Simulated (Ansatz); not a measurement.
Computed with Ansatz on PBE0-D4/def2-TZVP structures; ΔE is electronic, products minus reactants. CCSD(T)/CBS adds triple-zeta CCSD(T) − MP2 to the extrapolated MP2 energy (def2 sets, frozen cores). This one scheme is used for every species. Double bonds are as drawn, so ΔE can hold a change between cis and trans. Functionals use def2-TZVPP. B3LYP here is the variant with VWN-RPA as its local correlation; programs differ in this. Each species was taken in one conformer, which may not be the lowest.

`CO/C=C/F` + H₂O → `O/C=C\F` + CH₃OH  (formal hydrolysis of a C–O bond)

`CO/C=C/F`:

Z-matrix (Å, degrees):
```
C
O 1 1.407
H 1 1.096 2 111.0
H 1 1.088 2 106.8 3 119.3
H 1 1.096 2 111.0 3 -121.4
C 2 1.345 1 116.1 3 60.7
C 6 1.328 2 127.1 1 0.0
H 6 1.084 2 112.5 1 -180.0
F 7 1.345 6 119.3 2 180.0
H 7 1.081 6 127.5 2 0.0
```

H₂O:

Cartesian coordinates in Å:
```
O 0.092 -0.126 0.357
H -0.010 0.783 0.067
H -0.082 -0.657 -0.424
```

`O/C=C\F`:

Cartesian coordinates in Å:
```
O 0.301 0.237 1.472
C 0.579 -0.130 0.204
C -0.270 -0.099 -0.811
F -1.537 0.330 -0.614
H -0.618 0.525 1.515
H 1.595 -0.471 0.060
H -0.049 -0.392 -1.826
```

CH₃OH:

Cartesian coordinates in Å:
```
C -0.187 -0.034 0.301
O 0.948 0.193 -0.502
H 0.133 0.057 1.340
H -0.605 -1.038 0.160
H -0.979 0.704 0.124
H 0.691 0.117 -1.423
```

```json
{"species": "`CO/C=C/F`", "B3LYP-D4 energy (Eh)": "-292.47999"}
{"species": "H₂O", "B3LYP-D4 energy (Eh)": "-76.46698"}
{"species": "`O/C=C\\F`", "B3LYP-D4 energy (Eh)": "-253.16513"}
{"species": "CH₃OH", "B3LYP-D4 energy (Eh)": "-115.78095"}
```

Q: Work out ΔE.

A: ΔE = (-253.16513) + (-115.78095) − (-292.47999) − (-76.46698) = 0.00089 Eh = +2.3 kJ/mol. CCSD(T)/CBS gives +5.2 kJ/mol.

Largest T1 diagnostic among the species: 0.013.

The D4 term adds +4.7 kJ/mol with B3LYP and +2.7 kJ/mol with PBE0; it sums over pairs of atoms, weighted by their polarisabilities, and B3LYP, whose exchange is more repulsive, gets the larger term. In def2-TZVPP, CCSD(T) changes the Hartree–Fock value by +10.3 kJ/mol (the triples alone add +1.8 kJ/mol) and MP2 by +12.8 kJ/mol.
